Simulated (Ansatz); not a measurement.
All values below come from Ansatz (a first-principles code) with PBE0-D4/def2-TZVP. No frequencies were computed at this level.

Ansatz 0.2 input:
```yaml
crystal:
  periodic: [false, false, false]
  atoms:
    - { symbol: Cl, position_ang: [-0.85595, 1.495977, 0.000127] }
    - { symbol: B, position_ang: [-0.000098, -0.000117, -0.000312] }
    - { symbol: Cl, position_ang: [-0.867188, -1.489077, -0.000614] }
    - { symbol: Cl, position_ang: [1.723234, -0.006783, 0.0008] }
basis:
  gaussian: { orbitals: def2-tzvp }
hamiltonian:
  xc: pbe0
  dispersion: d4
relax:
  max_steps: 150
```

Output:

```
Functional definition: PBE0
973 factors; their error is unknown
mean field evaluation 1: about -38235.0515 eV, gradient 1.5e1 eV
mean field evaluation 2: about -38235.1071 eV, gradient 1.5e1 eV
mean field evaluation 4: about -38235.5728 eV, gradient 5.7e-1 eV
mean field evaluation 8: about -38235.6874 eV, gradient 2.0e-3 eV
mean field -38235.68743949 eV, -1405.1355963214 hartree, gradient 9.1e-6 eV, S^2 0.000000; 0 other end points of the search recorded, 0 dependent functions left out
reference -38235.68746484 eV, -1405.1355972532 hartree; 28, 28 occupied and 114, 114 virtual orbitals, 973 factors
relax step   1: F+E_penalty+E_count = -38235.80249431 eV  Δ(F+E_penalty+E_count) = +0.000e0 eV  max|allowed force component| = 4.202e-1 eV/Å  Δτ_max = 0.0000 Å  (23 SCF iters, accepted)
these checks for a lower state are left out or cut short: starts, cluster_reference, orbital_swaps, neighbouring_geometries, increment
973 factors; their error is unknown
mean field evaluation 16: about -38235.6892 eV, gradient 1.2e-1 eV
mean field -38235.68916781 eV, -1405.1356598360 hartree, gradient 5.3e-6 eV, S^2 0.000000; 0 other end points of the search recorded, 0 dependent functions left out
reference -38235.68919320 eV, -1405.1356607690 hartree; 28, 28 occupied and 114, 114 virtual orbitals, 973 factors
relax step   2: F+E_penalty+E_count = -38235.80398780 eV  Δ(F+E_penalty+E_count) = -1.493e-3 eV  max|allowed force component| = 2.758e-1 eV/Å  Δτ_max = 0.0283 Å  (27 SCF iters, accepted)
these checks for a lower state are left out or cut short: starts, cluster_reference, orbital_swaps, neighbouring_geometries, increment
973 factors; their error is unknown
mean field -38235.69646068 eV, -1405.1359278440 hartree, gradient 5.2e-6 eV, S^2 0.000000; 0 other end points of the search recorded, 0 dependent functions left out
reference -38235.69648611 eV, -1405.1359287785 hartree; 28, 28 occupied and 114, 114 virtual orbitals, 973 factors
relax step   3: F+E_penalty+E_count = -38235.81106333 eV  Δ(F+E_penalty+E_count) = -7.076e-3 eV  max|allowed force component| = 3.074e-3 eV/Å  Δτ_max = 0.0279 Å  (27 SCF iters, accepted)
973 factors; their error is unknown
mean field evaluation 32: about -38235.5557 eV, gradient 3.4e0 eV
mean field -38235.69646068 eV, -1405.1359278440 hartree, gradient 5.3e-6 eV, S^2 0.000000; 1 other end points of the search recorded, 0 dependent functions left out
reference -38235.69648611 eV, -1405.1359287785 hartree; 28, 28 occupied and 114, 114 virtual orbitals, 973 factors
Total energy: -38235.81108875 eV, -1405.1401403481 hartree
Atom 0 at    -0.862711     1.507737    -0.000031 Å, force     0.000923    -0.002185     0.000540 eV/Å
Atom 1 at    -0.000013    -0.000087     0.000161 Å, force     0.000627     0.003074    -0.001620 eV/Å
Atom 2 at    -0.874378    -1.500998    -0.000778 Å, force    -0.000043    -0.000431     0.000540 eV/Å
Atom 3 at     1.737099    -0.006652     0.000649 Å, force    -0.001506    -0.000458     0.000540 eV/Å
Dipole moment:    -0.000029    -0.000179     0.000047 e Å
```

Cost: roughly 23 core-seconds.
